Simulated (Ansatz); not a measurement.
**AlH₂− (singlet): from Hartree-Fock to the top rungs at distance Al1–H2 = 2.048 Å, 6-31++G****

How much of the correlation energy of AlH₂− (singlet) does each wave-function method recover here?

Program: Ansatz 0.2.0, Gaussian basis. Level of theory: 6-31++G**, core rule «outside noble gas», up to 5 orbitals frozen. These are calculated values, not measurements.

The runs, in order: UHF; CCSD(T) on RHF; CCSD(T) on UHF; BCCD(T) on RHF; CISD; CCSDT(Q) on RHF; CCSDT(Q) on UHF; CCSDTQ on RHF; CASSCF and MRCISD+Q, 2 electrons in 2 orbitals; CASSCF and NEVPT2, 2 electrons in 2 orbitals; CASSCF and MRCISD+Q, 6 electrons in 6 orbitals; CASSCF and NEVPT2, 6 electrons in 6 orbitals; Full CI.

17 further runs of the same task are left out: 13 that didn't finish, 4 set aside as unsound or not needed.

## 1. The system

The geometry derives from a PBE0/def2-TZVPD stationary point (not a proven minimum). One bond is set to the value named and the two fragments are kept rigid.

3 atoms, charge -1, spin multiplicity 1.

Atoms are counted from 1 here; the program's logs count them from 0.

Bond lengths: Al1–H3 1.697 Å.

## 2. UHF

Contents of in.yaml:

```yaml
crystal:
  periodic: [false, false, false]
  atoms:
    - {symbol: Al, position_ang: [0.000000, -0.089436, 0.008870]}
    - {symbol: H, position_ang: [0.000000, 1.317696, -1.479178]}
    - {symbol: H, position_ang: [0.000000, 1.076405, 1.241750]}
basis:
  gaussian: {orbitals: "6-31++G**"}
total_charge: -1
magnetization: {spin_polarized: true, initial_magnetization: 0}
hamiltonian: {xc: hf}
output: {orbitals: {seedname: orbitals}}
```

On the command line:

```
ansatz run in.yaml --threads 1 --pin off --events-out ev --progress --plain --max-ram 2393MiB
```

After this run come: CCSD(T) on RHF; CCSD(T) on UHF; BCCD(T) on RHF; CISD; CCSDT(Q) on RHF; CCSDT(Q) on UHF; CCSDTQ on RHF; CASSCF and MRCISD+Q, 2 electrons in 2 orbitals; CASSCF and NEVPT2, 2 electrons in 2 orbitals; CASSCF and MRCISD+Q, 6 electrons in 6 orbitals; CASSCF and NEVPT2, 6 electrons in 6 orbitals; Full CI.

Before running them: what should the planned runs give, taken together? Wanted: FCI below the RHF energy; RMP2 from FCI; RCCSD from FCI; RCCSD(T) from FCI; RCCSDT(Q) from FCI; NEVPT2 pair from FCI; MRCISD+Q pair from FCI; NEVPT2 valence from FCI; T1 diagnostic.

**Answer**, as computed:

| quantity | value |
| --- | --- |
| FCI below the RHF energy | -2.5981 eV |
| RMP2 from FCI | +705.5 meV |
| RCCSD from FCI | +71.1 meV |
| RCCSD(T) from FCI | +18.5 meV |
| RCCSDT(Q) from FCI | +0.6 meV |
| NEVPT2 pair from FCI | +629.9 meV |
| MRCISD+Q pair from FCI | -26.0 meV |
| NEVPT2 valence from FCI | +493.0 meV |
| levels within 1 kcal/mol (43 meV) | RCCSD(T), BCCD(T), RCCSDT, RCCSDT(Q), RCCSDTQ, MRCISD+Q pair, MRCISD+Q valence |
| T1 diagnostic | 0.018 |
| effectively unpaired electrons | 0.09 |

What this shows: RCCSD(T) lands +18.5 meV from the yardstick (0.7 % of the correlation energy). MRCISD+Q pair falls below full CI: the +Q correction isn't variational, and the cores differ from full CI's. One determinant dominates. Of the multireference levels listed MRCISD+Q pair comes nearest in total energy (-26.0 meV), which doesn't show that its space is the better one. These misses are within one basis, not against nature.
